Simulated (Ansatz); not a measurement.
## Molecular dynamics of CH6BF

Input:

```yaml
crystal:
  periodic: [false, false, false]
  atoms:
    - { symbol: B, position_ang: [-0.056718, -0.315653, 0.177904] }
    - { symbol: C, position_ang: [-0.020396, -0.027404, 1.932719] }
    - { symbol: H, position_ang: [-0.993646, -0.110218, 2.412583] }
    - { symbol: H, position_ang: [0.745062, -0.508422, 2.546173] }
    - { symbol: H, position_ang: [0.252944, 1.023207, 1.845304] }
    - { symbol: F, position_ang: [1.138225, 0.069291, -0.376036] }
    - { symbol: H, position_ang: [-1.093023, 0.114423, -0.216524] }
    - { symbol: H, position_ang: [-0.186738, -1.610662, 0.088463] }
    - { symbol: H, position_ang: [-0.023412, -1.206564, 1.077313] }
basis:
  gaussian: { orbitals: def2-TZVP }
hamiltonian:
  xc: b3lyp
md:
  timestep: 0.5
  n_steps: 200
  ensemble: nve
  temperature: 300.0
  initial_velocities: maxwell_boltzmann
  seed: 4743
```

Command:

```bash
$ ansatz run input.yaml --threads 4 --pin off --max-ram 5120MiB --backend cpu --events-out ev --progress --plain --runs-dir out
```

It starts at the highest image of a converged band. Of that band: Neighbouring images differ by up to 1.6 eV, so the band resolves the path poorly. A vibrational analysis at the climbing image gives one clearly imaginary mode, 1252i cm⁻¹: a first-order saddle point.

Output, in part (one step line in 7, the closing report, with atoms numbered from 0):

```
md step     0: t =     0.00 fs  T =   300.0 K  F+E_penalty+E_count = -4529.75237003 eV  E_kin = 0.271446 eV  conserved = -4529.48092404 eV  (26 SCF iters)
md step     7: t =     3.50 fs  T =   163.5 K  F+E_penalty+E_count = -4529.62773101 eV  E_kin = 0.147965 eV  conserved = -4529.47976650 eV  (31 SCF iters)
md step    14: t =     7.00 fs  T =   159.9 K  F+E_penalty+E_count = -4529.62427719 eV  E_kin = 0.144705 eV  conserved = -4529.47957242 eV  (30 SCF iters)
md step    21: t =    10.50 fs  T =   492.7 K  F+E_penalty+E_count = -4529.92614040 eV  E_kin = 0.445822 eV  conserved = -4529.48031821 eV  (30 SCF iters)
md step    28: t =    14.00 fs  T =   876.0 K  F+E_penalty+E_count = -4530.27245992 eV  E_kin = 0.792610 eV  conserved = -4529.47985030 eV  (29 SCF iters)
md step    35: t =    17.50 fs  T =  1200.7 K  F+E_penalty+E_count = -4530.56667748 eV  E_kin = 1.086425 eV  conserved = -4529.48025201 eV  (29 SCF iters)
md step    42: t =    21.00 fs  T =  1402.5 K  F+E_penalty+E_count = -4530.75006053 eV  E_kin = 1.268980 eV  conserved = -4529.48108038 eV  (29 SCF iters)
md step    49: t =    24.50 fs  T =  1359.9 K  F+E_penalty+E_count = -4530.71054317 eV  E_kin = 1.230432 eV  conserved = -4529.48011073 eV  (29 SCF iters)
md step    56: t =    28.00 fs  T =  1427.1 K  F+E_penalty+E_count = -4530.77212509 eV  E_kin = 1.291248 eV  conserved = -4529.48087726 eV  (29 SCF iters)
md step    63: t =    31.50 fs  T =  1592.1 K  F+E_penalty+E_count = -4530.92166058 eV  E_kin = 1.440579 eV  conserved = -4529.48108198 eV  (31 SCF iters)
md step    70: t =    35.00 fs  T =  1677.7 K  F+E_penalty+E_count = -4530.99874693 eV  E_kin = 1.517974 eV  conserved = -4529.48077307 eV  (29 SCF iters)
md step    77: t =    38.50 fs  T =  1612.3 K  F+E_penalty+E_count = -4530.93979627 eV  E_kin = 1.458865 eV  conserved = -4529.48093112 eV  (30 SCF iters)
md step    84: t =    42.00 fs  T =  1537.7 K  F+E_penalty+E_count = -4530.87170798 eV  E_kin = 1.391372 eV  conserved = -4529.48033644 eV  (30 SCF iters)
md step    91: t =    45.50 fs  T =  1588.6 K  F+E_penalty+E_count = -4530.91757008 eV  E_kin = 1.437434 eV  conserved = -4529.48013568 eV  (26 SCF iters)
md step    98: t =    49.00 fs  T =  1724.3 K  F+E_penalty+E_count = -4531.04097682 eV  E_kin = 1.560176 eV  conserved = -4529.48080129 eV  (29 SCF iters)
md step   105: t =    52.50 fs  T =  1657.0 K  F+E_penalty+E_count = -4530.97895283 eV  E_kin = 1.499310 eV  conserved = -4529.47964290 eV  (30 SCF iters)
md step   112: t =    56.00 fs  T =  1591.1 K  F+E_penalty+E_count = -4530.91959269 eV  E_kin = 1.439646 eV  conserved = -4529.47994697 eV  (29 SCF iters)
md step   119: t =    59.50 fs  T =  1543.1 K  F+E_penalty+E_count = -4530.87613932 eV  E_kin = 1.396203 eV  conserved = -4529.47993672 eV  (30 SCF iters)
md step   126: t =    63.00 fs  T =  1534.9 K  F+E_penalty+E_count = -4530.86852820 eV  E_kin = 1.388790 eV  conserved = -4529.47973850 eV  (29 SCF iters)
md step   133: t =    66.50 fs  T =  1629.5 K  F+E_penalty+E_count = -4530.95468791 eV  E_kin = 1.474400 eV  conserved = -4529.48028808 eV  (30 SCF iters)
md step   140: t =    70.00 fs  T =  1664.3 K  F+E_penalty+E_count = -4530.98655421 eV  E_kin = 1.505853 eV  conserved = -4529.48070098 eV  (30 SCF iters)
md step   147: t =    73.50 fs  T =  1613.0 K  F+E_penalty+E_count = -4530.93981804 eV  E_kin = 1.459433 eV  conserved = -4529.48038528 eV  (27 SCF iters)
md step   154: t =    77.00 fs  T =  1691.5 K  F+E_penalty+E_count = -4531.01173610 eV  E_kin = 1.530545 eV  conserved = -4529.48119088 eV  (29 SCF iters)
md step   161: t =    80.50 fs  T =  1586.2 K  F+E_penalty+E_count = -4530.91621955 eV  E_kin = 1.435189 eV  conserved = -4529.48103016 eV  (30 SCF iters)
md step   168: t =    84.00 fs  T =  1422.0 K  F+E_penalty+E_count = -4530.76703365 eV  E_kin = 1.286698 eV  conserved = -4529.48033598 eV  (31 SCF iters)
md step   175: t =    87.50 fs  T =  1563.5 K  F+E_penalty+E_count = -4530.89558365 eV  E_kin = 1.414715 eV  conserved = -4529.48086894 eV  (30 SCF iters)
md step   182: t =    91.00 fs  T =  1723.9 K  F+E_penalty+E_count = -4531.04065575 eV  E_kin = 1.559826 eV  conserved = -4529.48082973 eV  (29 SCF iters)
md step   189: t =    94.50 fs  T =  1646.2 K  F+E_penalty+E_count = -4530.96977232 eV  E_kin = 1.489470 eV  conserved = -4529.48030230 eV  (30 SCF iters)
md step   196: t =    98.00 fs  T =  1531.9 K  F+E_penalty+E_count = -4530.86621992 eV  E_kin = 1.386097 eV  conserved = -4529.48012297 eV  (30 SCF iters)
md step   200: t =   100.00 fs  T =  1525.6 K  F+E_penalty+E_count = -4530.86073512 eV  E_kin = 1.380356 eV  conserved = -4529.48037887 eV  (27 SCF iters)
Total energy: -4530.86109732 eV, -166.5060741987 hartree
Atom 0 at     0.140188     0.729758     0.456091 Å, force     0.221973    -0.993761    -0.366655 eV/Å
Atom 1 at     0.054194     0.378451     1.927073 Å, force    -0.143463     1.823095     1.404441 eV/Å
Atom 2 at    -0.055359    -0.657891     2.151536 Å, force     0.147134    -0.792596     0.246104 eV/Å
Atom 3 at     0.862273     0.845641     2.524195 Å, force     0.229869    -0.577356    -0.346215 eV/Å
Atom 4 at    -0.776661     0.955781     2.322638 Å, force    -0.593713    -0.308904     0.265507 eV/Å
Atom 5 at     0.957062    -0.084099    -0.257342 Å, force    -0.676469     1.124659    -0.433039 eV/Å
Atom 6 at    -0.620261     1.593237     0.065018 Å, force     0.814638    -0.275178    -0.770134 eV/Å
Atom 7 at    -0.146209    -9.480702    -2.262151 Å, force    -0.003036     0.947671     0.075216 eV/Å
Atom 8 at    -0.148538    -8.710488    -2.201085 Å, force     0.003067    -0.947630    -0.075225 eV/Å
Dipole moment:    -0.111486     0.123522     0.215598 e Å
```

All steps were run. The conserved energy stayed within 0.18 meV per atom of its start (net change 0.061 meV per atom), so the integration is sound. The kinetic energy rose, since the run started high on the potential surface and went downhill. It ends in pieces (CH4BF + H2), so much of that is their flight and rotation, not heat. A run of 0.1 ps of so small a system gives no equilibrium averages. The orbitals stay closed-shell, which can raise the energy where a bond breaks towards radicals; this wasn't checked here.

Between its relaxed ends the band would form B1–H8, C2–H9 and break B1–C2, H8–H9. These pairs go: B1–H8 1.30 → 10.57 Å, C2–H9 1.46 → 9.98 Å, B1–C2 1.78 → 1.51 Å, H8–H9 1.08 → 0.77 Å. In the last frame they stand as before the step (other bonds may differ from the relaxed reactants and products). Also parted: B1–H9 1.27 → 9.81 Å. It ends as CH4BF + H2. Pairs count as bonded within 1.25 times the sum of covalent radii (0.12 Å more for H–H).

Last frame:

```xyz
9
Properties=species:S:1:pos:R:3
B 0.140 0.730 0.456
C 0.054 0.379 1.927
H -0.055 -0.658 2.151
H 0.862 0.846 2.524
H -0.777 0.956 2.323
F 0.957 -0.084 -0.257
H -0.620 1.593 0.065
H -0.146 -9.481 -2.262
H -0.148 -8.710 -2.201
```

Run time: 3 min on 4 threads of Arm Neoverse V1 (shared host), peak memory 0.21 GiB.
